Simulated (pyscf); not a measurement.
Optimised with ωB97X-D3(BJ)/def2-SVP in PySCF.

Q: `[BH2][CH3]` + `[H][H]` -> `[BH3]` + `[CH4]`
Surface: singlet. Broken: B–C, H–H. Formed: B–H, C–H. Give ΔE‡ and ΔE from ωB97X-D3(BJ)/def2-TZVP, relative to the separated reactants.

A: ΔE‡ = 15.0 kcal/mol, ΔE = -3.5 kcal/mol. ωB97M-D3(BJ)/def2-TZVP gives 14.1 kcal/mol and -3.4 kcal/mol. Zero-point energy shifts the barrier by +5.6 kcal/mol. It is a four-centre exchange, with an imaginary mode of 1117i cm⁻¹. At the saddle there is also a short B–H contact that neither side keeps. The same reactants have a lower exit, to H₂B–CH₃ + H₂ (barrier +6.3 kcal/mol at ωB97M-D3(BJ)/def2-TZVP, against +14.1 kcal/mol here). This is the saddle that the search found; another between the same sides may lie lower.
